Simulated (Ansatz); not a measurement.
## Br (model structure, started from the lonsdaleite type, P6₃/mmc, No. 194, 4 atoms in the cell)

Method: PBEsol (Ansatz, a program for electronic structure, PAW).

Run with plane-wave cutoff 500 eV, 12×12×6 k mesh (along the axes of the cell as run), Fermi–Dirac smearing 0.05 eV, scalar-relativistic PAW data made under PBE.

Cell (relaxed at this level):

```cif
data_Br4
_chemical_formula_sum 'Br4'
_space_group_name_H-M_alt 'P63/mmc'
_space_group_IT_number 194
_space_group_name_Hall '-P 6c 2c'
_cell_length_a 4.11260
_cell_length_b 4.11260
_cell_length_c 9.38280
_cell_angle_alpha 90.000
_cell_angle_beta 90.000
_cell_angle_gamma 120.000
loop_
_atom_site_label
_atom_site_type_symbol
_atom_site_symmetry_multiplicity
_atom_site_Wyckoff_symbol
_atom_site_fract_x
_atom_site_fract_y
_atom_site_fract_z
_atom_site_occupancy
Br1 Br 4 f 0.33333 0.66667 0.12577 1
```

```
Property                       Result
--------  ---------------------------
band gap  0.25 eV (on the SCF k mesh)
```

Note: the relaxation could raise the start's symmetry but not lower it, so the cell can be a saddle point.

Spin–orbit coupling is not included.

Computed values are for the static lattice.

It cost around 120 core-seconds (rough) of CPU time.

A model structure was made by putting elements into a prototype or built by hand; it is no filed structure, need not be a known phase, and can be a saddle point held by its symmetry.
